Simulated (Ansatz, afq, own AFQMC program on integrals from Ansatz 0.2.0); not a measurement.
## BH, triplet in cc-pVTZ, levels against full CI

```xyz
2

B     0.0000    0.0000    0.0000
H     0.0000    0.0000    1.2410
```

Basis cc-pVTZ. Only valence electrons are correlated. Ansatz 0.2.0 and our own AFQMC program on the same integrals; the CISD trial comes from CCSD amplitudes, and released means the phaseless constraint is let go. ± is one standard error of the sampling.

Determinant: UHF, the one that the program's search chose, which needn't be the lowest solution. The geometry is a PBE0/def2-TZVP stationary point of this or a neighbouring charge and spin state.

Full CI on the same integrals is exact in this basis and with this determinant's frozen core.

Cautions: another spin lies lower (by 1.34 eV).

```
T1 diagnostic                               : 0.0198
weight of the determinant in the CISD state : 0.958
⟨S²⟩ of the determinant                     : 2.003
size of the correlated space                : 4 electrons in 43 orbitals
```

Reference: full CI, correlation energy -1.817 eV. The released energy is read at 2.40 1/Eh (meV from the phaseless value at times in 1/Eh: -1.1 ± 0.7 at 0.24, -1.4 ± 0.6 at 0.51, -2.2 ± 0.5 at 0.99, -4.6 ± 2.2 at 1.62, -3.9 ± 0.5 at 2.40).

```tsv
level	E − E(reference) (kcal/mol)	share of correlation (%)
HF	41.91	0.00
MP2	10.18	75.70
CCSD	1.20	97.14
CCSD(T)	0.29	99.31
CCSDT	0.01	99.97
CCSDT(Q)	0.00	100.00
ph-AFQMC/CISD	0.09 ± 0.02	99.79
released AFQMC	0.00 ± 0.01	100.01
```

CCSDT and higher add their correlation energy to the determinant of the CCSD(T) run, since their own runs factorise the integrals more tightly (a shift of under 2 meV). A walk keeps the symmetry of its determinant, which the program's search chose and which needn't be the lowest solution, so a lower state of the same spin and another symmetry isn't excluded. Released energies are given only where the last usable release times agree within the noise; a slower fall can still hide under it.
